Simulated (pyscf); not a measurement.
Single points on ωB97X-D3(BJ)/def2-SVP structures (PySCF, gas phase).

Question: For the elementary gas-phase step `[CH3][Cd][TeH]` + `[SH2]` → `[CH3][Cd][SH]` + `[TeH2]` (singlet surface; Cd–Te, H–S broken, Cd–S, H–Te formed), what barrier and reaction energy does ωB97M-D3(BJ)/def2-TZVP give, measured from the separated reactants?

Answer: ΔE‡ = 16.7 kcal/mol, ΔE = +8.4 kcal/mol. Zero-point energy shifts the barrier by -0.9 kcal/mol. It is a four-centre exchange, with an imaginary mode of 762i cm⁻¹. On the reactant side the descent ends in a complex (not fully relaxed), 6.6 kcal/mol under the separated species and 20.6 kcal/mol under the saddle at ωB97X-D3(BJ)/def2-TZVP. On the product side the descent ends in an adduct with a Cd–Te contact (not fully relaxed), 7.6 kcal/mol under the separated species and 9.7 kcal/mol under the saddle at ωB97X-D3(BJ)/def2-TZVP. What is counted as broken (Cd–Te) persists as a longer contact in the product adduct; parting that adduct is a step of its own. At ωB97X-D3(BJ)/def2-TZVP the barrier from the zero used here is 13.9 kcal/mol. This is the saddle that the search found; another between the same sides may lie lower. Elements past Kr carry the def2 core potentials, without spin-orbit coupling.
